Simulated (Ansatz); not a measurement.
```yaml
crystal:
  periodic: [false, false, false]
  atoms:
    - {symbol: Mg, position_ang: [0.057047, -0.077153, -0.750249]}
    - {symbol: C, position_ang: [-0.128340, 0.053696, 1.306197]}
    - {symbol: H, position_ang: [0.857728, 0.025314, 1.837097]}
    - {symbol: H, position_ang: [-0.732913, -0.673834, 1.766973]}
    - {symbol: H, position_ang: [-0.557371, 1.110855, 1.664066]}
    - {symbol: O, position_ang: [0.236755, -0.152440, -2.505050]}
    - {symbol: H, position_ang: [0.249201, -0.232192, -3.385850]}
basis:
  gaussian: {orbitals: def2-mTZVP, final_grid: {core_spheres: 8, valence_spheres: 7, degree: 23}}
hamiltonian: {xc: {name: BHLYP}, dispersion: d4}
scf: {omitted_lower_state_checks: [starts]}
```

```sh
$ ansatz run in.yaml --threads 4 --pin off --events-out ev --progress --plain --max-ram 3916MiB
```

It prints (some lines left out):

```
Functional definition: BHLYP
  name "BHLYP"
  cite "Becke, J. Chem. Phys. 98, 1372 (1993) doi:10.1063/1.464304"
  cite "Becke, Phys. Rev. A 38, 3098 (1988) doi:10.1103/PhysRevA.38.3098"
  cite "Lee, Yang & Parr, Phys. Rev. B 37, 785 (1988) doi:10.1103/PhysRevB.37.785"
  parameter a = 0.5
  exchange = (1 - a)*b88_x + a*exact_x
  correlation = lyp_c
these checks for a lower state are left out or cut short: starts
776 factors; their error is unknown
mean field evaluation 1: about -8583.8608 eV, gradient 7.1e1 eV
mean field evaluation 2: about -8579.8197 eV, gradient 8.4e1 eV
mean field evaluation 4: about -8593.2018 eV, gradient 3.2e0 eV
mean field evaluation 8: about -8593.2247 eV, gradient 2.7e-2 eV
mean field evaluation 16: about -8593.3636 eV, gradient 5.5e-5 eV
mean field -8593.36360320 eV, -315.8002876266 hartree, gradient 5.5e-5 eV, S^2 0.000000; 0 other end points of the search recorded, 0 dependent functions left out
reference -8593.36374642 eV, -315.8002928896 hartree; 15, 15 occupied and 54, 54 virtual orbitals, 776 factors
Total energy: -8593.45064227 eV, -315.8034862535 hartree
Checks for a lower state left out: starts
```

Run time 0.3 s (4 threads of Arm Neoverse V2 on a shared host).
